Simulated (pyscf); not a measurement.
**Atom transfer: `[F][Ge]([F])[F]` [doublet] + `[FH]` → `[F][Ge]([F])([F])[F]` + `[H]` [doublet]**

Gas phase, doublet surface, charge 0. Bonds broken: H5–F6. Bonds formed: Ge2–F6. PySCF, gas phase, ωB97X-D3(BJ)/def2-SVP geometries.

Transition state (Å):

```xyz
6

F     -0.0077    -0.2387     1.1524
Ge    -1.0046    -0.0370    -0.2188
F     -0.8953    -1.3914    -1.2526
F     -2.6190    -0.0776     0.3897
H     -1.0011     1.5157    -0.9359
F      0.2602     1.0802    -1.2340
```

One imaginary mode, 574i cm⁻¹; descent along it reached the two sides named.

```json
[
 {"bond": "H5–F6", "change": "breaks", "reactant side (Å)": "0.930", "saddle": "1.367", "product side": "3.3"},
 {"bond": "Ge2–F6", "change": "forms", "reactant side (Å)": "2.582", "saddle": "1.969", "product side": "1.700"}
]
```

Electronic energies relative to the separated reactants (kcal/mol):

```
level                   barrier  reaction energy  reverse barrier
----------------------  -------  ---------------  ---------------
ωB97X-D3(BJ)/def2-TZVP     29.7             +8.7             21.0
PBE/def2-TZVP              26.8            +14.5             12.3
r²SCAN/def2-TZVP           25.7            +11.0             14.7
B3LYP-D3(BJ)/def2-TZVP     31.1            +14.8             16.3
PBE0-D3(BJ)/def2-TZVP      29.5            +11.3             18.2
M06-2X/def2-TZVP           32.7             +7.3             25.5
ωB97M-D3(BJ)/def2-TZVP     33.0            +12.2             20.8
HF/def2-TZVP               44.9             +1.7             43.2
```

With ωB97M-D3(BJ)/def2-TZVP energies and thermal terms (ideal gas, 1 atm, RRHO with modes under 100 cm⁻¹ raised to 100, one conformer, R ln 2 for rigid chiral ones), in kcal/mol:

| T (K) | ΔH‡ | ΔG‡ | ΔH | ΔG |
|---|---|---|---|---|
| 298 | 30.3 | 39.6 | +8.5 | +12.4 |
| 600 | 30.4 | 49.0 | +9.3 | +16.2 |
| 900 | 30.8 | 58.3 | +10.3 | +19.4 |
| 1200 | 31.4 | 67.3 | +11.3 | +22.3 |

At the saddle there is also a short Ge–H contact that neither side keeps. This is the saddle that the search found; another between the same sides may lie lower. The angle at the transferred F is 58°: a side-on saddle, likely not the lowest. Elements up to Kr have no core potential and no relativistic terms here.
